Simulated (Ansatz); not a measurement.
**Cost against result**

The pair of H₂O₂ (SMILES OO, atoms 1–4) and H₂O₂ (SMILES OO, atoms 5–8), both closed shells, in one local arrangement (a lower one may exist), relaxed at PBE0-D4/def2-TZVP:

```xyz
8
angstrom
O -0.6092 -0.1621 -1.7482
O 0.4994 0.6661 -1.4054
H -0.9755 -0.3503 -0.8663
H 1.2428 0.0711 -1.5658
O -0.6304 0.2861 1.0651
O 0.2198 -0.7530 1.5483
H -0.0163 0.7735 0.4864
H 0.2695 -0.5314 2.4859
```

Interaction energies are counterpoise-corrected; the time is that of the whole pair.

Computed with Ansatz 0.2.0 (basis: as named in each row); correlated methods freeze the cores. B3LYP uses VWN-RPA correlation. Extrapolation: Hartree–Fock as exp(−7.88 √X), correlation as X^−2.97.

Times are rough, for one single point on 4 threads of a shared host (Arm Neoverse V1).

The estimate by CCSD(T) at an estimated basis limit (MP2 extrapolated from triple and quadruple zeta, plus CCSD(T) − MP2 in triple zeta) is -0.299 eV.

```tsv
method	basis	time (s)	interaction energy (eV)	method less estimate
HF	STO-3G	under 1	0.050	0.350
PBE-D4	STO-3G	under 1	-0.231	0.068
SPW92	def2-SVP	under 1	-0.535	-0.236
PBE-D4	def2-SVP	under 1	-0.347	-0.048
PBE0-D4	def2-SVP	under 1	-0.341	-0.042
B3LYP-D4	6-31G	under 1	-0.397	-0.098
PBE-D4	def2-TZVPPD	1	-0.307	-0.007
revPBE-D4	def2-TZVPPD	1	-0.253	0.047
BLYP-D4	def2-TZVPPD	2	-0.275	0.025
CCSD(T)	def2-SVP	2	-0.223	0.077
wB97M-V	def2-SVP	2	-0.339	-0.039
B3LYP-D4	def2-TZVPPD	2	-0.291	0.008
PBE0-D4	def2-TZVPPD	2	-0.303	-0.004
HSE06-D4	def2-TZVPPD	2	-0.300	-0.001
r2SCAN-D4	def2-TZVPPD	3	-0.329	-0.029
B2PLYP	def2-TZVPPD	4	-0.259	0.041
wB97X-V	def2-TZVPPD	4	-0.295	0.004
wB97M-V	def2-TZVPPD	5	-0.301	-0.002
B97M-V	def2-TZVPPD	5	-0.304	-0.005
MP2	def2-QZVPPD	12	-0.288	0.011
CCSD(T)	def2-TZVPPD	93	-0.268	0.031
```

T1 diagnostic: at most 0.013.
